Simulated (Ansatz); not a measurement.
# C₂HF₂N: a ladder of functionals and wavefunction methods

One table from this session's results is given with a row withheld; the runs are named, their logs left out.

Program: Ansatz 0.2.0, Gaussian basis. Level of theory: functionals in def2-TZVPP, the program's frozen cores in correlated methods. These are calculated values, not measurements.

Levels to be run: LDA (SPW92), PBE-D4, revPBE-D4, BLYP-D4, r2SCAN-D4, B97M-V, PBE0-D4, B3LYP-D4, r2SCANh-D4, r2SCAN0-D4, HSE06-D4, BHLYP-D4, CAM-B3LYP-D4, LC-ωPBE, ωB97X-V, ωB97M-V, B2PLYP, PBE-QIDH; CCSD(T)/def2-SVP; CCSD(T)/def2-TZVPP; MP2/def2-QZVPP; extrapolation to the limit; RPA on PBE.

**Structure used throughout**

An earlier PBE0-D4 in a triple-zeta def2 set relaxation fixed the geometry.

SMILES `FC1=C(F)N1`, 6 atoms, charge 0, spin multiplicity 1.

Atoms are counted from 1 here; the program's logs count them from 0.

Bond lengths: F1–C2 1.291 Å, C2–C3 1.262 Å, C2–N5 1.494 Å, C3–F4 1.291 Å, C3–N5 1.494 Å, N5–H6 1.025 Å. Angles: F1–C2–C3 157.1°, F1–C2–N5 135.8°, C3–C2–N5 65.0°, C2–C3–F4 157.1°, C2–C3–N5 65.0°, F4–C3–N5 135.8°, C2–N5–C3 50.0°, C2–N5–H6 108.8°, C3–N5–H6 108.8°.

Set-up of the first run:

in.yaml

```yaml
crystal:
  periodic: [false, false, false]
  atoms:
    - {symbol: F, position_ang: [-1.014721, -1.090409, 1.357082]}
    - {symbol: C, position_ang: [-0.399215, -0.424857, 0.437887]}
    - {symbol: C, position_ang: [0.006810, -0.151337, -0.725567]}
    - {symbol: F, position_ang: [0.156931, -0.301775, -1.999002]}
    - {symbol: N, position_ang: [0.798921, 0.466595, 0.380796]}
    - {symbol: H, position_ang: [0.493475, 1.437882, 0.502604]}
basis:
  gaussian: {orbitals: def2-TZVPP}
hamiltonian: {xc: lda}
output: {orbitals: {seedname: orbitals}}
```

The run is started by

```
> ansatz run in.yaml --threads 2 --pin off --events-out ev --progress --plain --max-ram 4352MiB
```

Steps of the session up to this table: LDA; PBE-D4 (GGA); revPBE-D4 (GGA); BLYP-D4 (GGA); r2SCAN-D4 (meta-GGA); B97M-V (meta-GGA); B3LYP-D4 (hybrid); r2SCANh-D4 (hybrid); r2SCAN0-D4 (hybrid); HSE06-D4 (hybrid); BHLYP-D4 (hybrid); CAM-B3LYP-D4 (range-separated); LC-ωPBE (range-separated); ωB97X-V (range-separated); ωB97M-V (range-separated); B2PLYP (double hybrid); PBE-QIDH (double hybrid).

One of the session's tables, all rows but one given; the rest of the session is left out.

It belongs to the step «Orbital energies across the functionals». 

```
  functional  HOMO (eV)  gap (eV)
 LDA (SPW92)      -5.22      4.18
      PBE-D4      -5.05      4.29
   revPBE-D4      -4.98      4.33
     BLYP-D4      -4.98      4.28
   r2SCAN-D4      -5.26      4.75
      B97M-V      -5.36      4.99
     PBE0-D4      -6.44      6.79
    B3LYP-D4      -6.26      6.27
  r2SCANh-D4          ?         ?
  r2SCAN0-D4      -6.59      7.08
    HSE06-D4      -6.04      5.99
    BHLYP-D4      -7.77      9.10
CAM-B3LYP-D4      -7.91      9.37
     LC-ωPBE      -9.25     12.06
     ωB97X-V      -8.86     11.53
     ωB97M-V      -8.77     11.03
```

**Question.** Estimate the row for r2SCANh-D4.

Worked estimate for «HOMO (eV)». Against the share of exact exchange, r2SCAN-D4 (0, -5.26), r2SCAN0-D4 (0.25, -6.59) give a slope of -5.32 per unit share; at 0.1 the line stands at -5.79.

**Answer.** HOMO (eV): -5.79; gap (eV): 5.68. In «HOMO (eV)» the line misses by 0.00.
